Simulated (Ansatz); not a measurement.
Hafnium, hcp: convergence with Gaussian smearing

Computed with Ansatz, r²SCAN, scalar-relativistic PAW, on the relaxed cell (a = 3.199 Å, c = 5.051 Å (c/a = 1.579); spin not included). Errors count from a run at 500 eV on a Γ-centred 19×19×10 mesh with Fermi-Dirac smearing of 0.1 eV, extrapolated to zero width. Fixed here: cutoff 500 eV, mesh 11×11×6. The SCF starts from atomic densities corrected by a trained network.

```json
{"width (eV)": "0.01", "E(σ→0) error (meV/atom)": "-0.7", "F error (meV/atom)": "-0.7", "P (GPa)": "0.03", "SCF iterations": "6"}
{"width (eV)": "0.03", "E(σ→0) error (meV/atom)": "-0.7", "F error (meV/atom)": "-0.9", "P (GPa)": "0.04", "SCF iterations": "6"}
{"width (eV)": "0.1", "E(σ→0) error (meV/atom)": "-0.8", "F error (meV/atom)": "-2.6", "P (GPa)": "0.06", "SCF iterations": "7"}
{"width (eV)": "0.2", "E(σ→0) error (meV/atom)": "-0.9", "F error (meV/atom)": "-7.7", "P (GPa)": "-0.02", "SCF iterations": "7"}
{"width (eV)": "0.3", "E(σ→0) error (meV/atom)": "-0.2", "F error (meV/atom)": "-16.3", "P (GPa)": "-0.02", "SCF iterations": "7"}
{"width (eV)": "0.6", "E(σ→0) error (meV/atom)": "9.6", "F error (meV/atom)": "-71.3", "P (GPa)": "0.36", "SCF iterations": "7"}
{"width (eV)": "1.0", "E(σ→0) error (meV/atom)": "34.1", "F error (meV/atom)": "-231.2", "P (GPa)": "1.62", "SCF iterations": "7"}
```
